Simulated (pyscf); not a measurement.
## Four-centre exchange: `[OH][In]` [singlet] + `[NH3]` → `[OH][In]` [singlet] + `[NH3]`

Gas phase, singlet surface, charge 0. Bonds broken: O2–H5, H3–N4. Bonds formed: O2–H3, N4–H5. Structures and frequencies: ωB97X-D3(BJ)/def2-SVP in PySCF. MP2 and CC: frozen core, UHF for open shells. ΔMP2 is the change of the MP2 total energy from the triple- to the quadruple-zeta basis.

Transition state (Å):

```xyz
7

In     0.5594    -0.5673     2.6688
O     -0.2493    -0.2213     0.8962
H     -1.2410    -0.4178    -0.1486
N     -1.1537     0.1587    -1.1400
H     -0.3015     0.4135    -0.4108
H     -1.8453     0.8821    -1.3242
H     -0.9151    -0.3739    -1.9737
```

One imaginary mode, 1709i cm⁻¹; descent along it reached the two sides named, in the forms told below.

```json
[
 {"bond": "O2–H5", "change": "breaks", "reactant side (Å)": "0.975", "saddle": "1.454", "product side": "3.3"},
 {"bond": "H3–N4", "change": "breaks", "reactant side (Å)": "1.020", "saddle": "1.150", "product side": "1.972"},
 {"bond": "O2–H3", "change": "forms", "reactant side (Å)": "3.2", "saddle": "1.454", "product side": "0.976"},
 {"bond": "N4–H5", "change": "forms", "reactant side (Å)": "1.968", "saddle": "1.150", "product side": "1.020"}
]
```

Electronic energies relative to the separated reactants (kcal/mol):

```
level                             barrier  reaction energy  reverse barrier
--------------------------------  -------  ---------------  ---------------
ωB97X-D3(BJ)/def2-TZVP               41.0              0.0             41.0
PBE/def2-TZVP                        31.9              0.0             31.9
r²SCAN/def2-TZVP                     35.2              0.0             35.2
B3LYP-D3(BJ)/def2-TZVP               37.9              0.0             37.9
PBE0-D3(BJ)/def2-TZVP                36.3              0.0             36.3
M06-2X/def2-TZVP                     40.8              0.0             40.8
ωB97M-D3(BJ)/def2-TZVP               40.2              0.0             40.2
HF/def2-TZVP                         59.7              0.0             59.7
MP2/def2-QZVPP                       37.6              0.0             37.6
CCSD/def2-TZVPP                      45.4              0.0             45.4
CCSD(T)/def2-TZVPP                   41.5              0.0             41.5
CCSD(T)/def2-TZVPP + ΔMP2(QZVPP)     41.5              0.0             41.5
```

With CCSD(T)/def2-TZVPP + ΔMP2(QZVPP) energies and thermal terms (ideal gas, 1 atm, RRHO with modes under 100 cm⁻¹ raised to 100, one conformer, R ln 2 for chiral ones without a mode under 150 cm⁻¹), in kcal/mol:

```
T (K)   ΔH‡   ΔG‡   ΔH   ΔG
-----  ----  ----  ---  ---
298    40.0  50.2  0.0  0.0
600    39.8  60.7  0.0  0.0
900    40.3  71.1  0.0  0.0
1200   41.1  81.2  0.0  0.0
```

On the reactant side the descent ends in a complex, 5.1 kcal/mol under the separated species and 46.1 kcal/mol under the saddle at ωB97X-D3(BJ)/def2-TZVP. On the product side the descent ends in a complex (not fully relaxed), 5.0 kcal/mol under the separated species and 46.1 kcal/mol under the saddle at ωB97X-D3(BJ)/def2-TZVP. The reactants may also form a dative adduct at HO–In [singlet]; it and routes through it were not searched. The products may also form a dative adduct at HO–In [singlet]; it and routes through it were not searched. This is the saddle that the search found; another between the same sides may lie lower. The CCSD(T) − MP2 part came from Ansatz, without density fitting, on the same reference. The frozen core leaves the outer d or s,p core shells of the metals and heavy elements correlated in the MP2 and CC values, and def2-TZVPP describes them poorly, which can shift differences by a few kcal/mol. Elements past Kr carry the def2 core potentials, without spin-orbit coupling.
